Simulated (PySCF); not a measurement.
Structure problem from calculated spectra and properties.

Formula: C6H12.

* Triplet: lowest triplet excitation (Tamm–Dancoff): 4.26 eV [TDA PBE0/def2-SVPD]
* Valence photoelectron: vertical ionisation energy: 9.03 eV [ΔSCF PBE0/def2-SVPD]
* UV, strongest line: among the 10 lowest singlet transitions: S2 at 7.03 eV (176 nm, f = 0.359) [TDDFT PBE0/def2-SVPD]
* Rotational structure: rotational constants A, B, C: 3.825, 2.969, 1.971 GHz [PBE0-D3(BJ)/def2-SVP]
* Couplings: largest of the computed one-bond spin–spin couplings (means over like bonds): 13C–1H +165.1 (×2), 13C–1H +132.7 (×6), 13C–1H +131.5 (×4), 13C–13C +77.9, 13C–13C +43.2 (×2), 13C–13C +36.2 (×2) Hz [B3LYP/pcJ-1, spin–dipole term left out]
* 13C NMR: chemical shifts (computed TMS as zero) by class: 157.6 (1 C), 114.3 (1 C), 30.9 (2 C), 14.6 (2 C) ppm [GIAO B97-2/pcSseg-1]
* Dipole: 0.56 D [PBE0/def2-SVPD]

Electronic properties: PySCF, gas phase, density fitting. Levels stand in brackets. The structure is a single PBE0-D3(BJ)/def2-SVP conformer in the gas phase; no vibrational or solvent corrections. NMR values are class means; diastereotopic atoms form classes of their own.

Question: Give a SMILES that accounts for the data.

Answer: Numbering: `[CH2:1]=[C:2]([CH2:3][CH3:4])[CH2:5][CH3:6]`. Its formula, C6H12, gives 1 degree of unsaturation: 0 rings and 1 π bond in the structure found. 6 carbons fall into 4 classes; from least to most shielded: fully substituted alkene carbon [C2] (157.6 ppm), terminal =CH2 carbon [C1] (114.3 ppm), allylic carbon [C3/C5] (30.9 ppm, 2 C), methyl carbon [C4/C6] (14.6 ppm, 2 C). The couplings run between: +165.1 Hz, terminal =CH2 carbon [C1] and its hydrogen (with 1 like pair); +132.7 Hz, methyl carbon [C4] and its hydrogen (with 5 like pairs); +131.5 Hz, allylic carbon [C3] and its hydrogen (with 3 like pairs); +77.9 Hz, terminal =CH2 carbon [C1] and fully substituted alkene carbon [C2]; +43.2 Hz, fully substituted alkene carbon [C2] and allylic carbon [C3] (with 1 like pair); +36.2 Hz, allylic carbon [C3] and methyl carbon [C4] (with 1 like pair). The first electron is taken from the HOMO, whose largest Löwdin shares are 0.38 on the terminal =CH2 carbon, 0.32 on the fully substituted alkene carbon and 0.06 on each of 2 atoms of one kind (allylic carbon). The optimised geometry has point group C2 and is an asymmetric top. Structure: 2-ethyl-1-butene, `C=C(CC)CC`. Computed isomers that give other values at the same levels: `CC/C=C/CC` (rotational constant A: 9.335 GHz; this holds for the one conformer computed); `C=C[C@H](C)CC` (smallest rotational constant: 1.848 GHz; this holds for the one conformer computed); `CC1(C)CCC1` (rotational constant A: 4.997 GHz; this holds for the one conformer computed). The assignments are read from this structure; whether some other isomer fits the data as well wasn't checked.

Shape of the structure used: `[CH2:1]=[C:2]([CH2:3][CH3:4])[CH2:5][CH3:6]`: C1–C2–C3–C4 122°, C1–C2–C5–C6 122°.
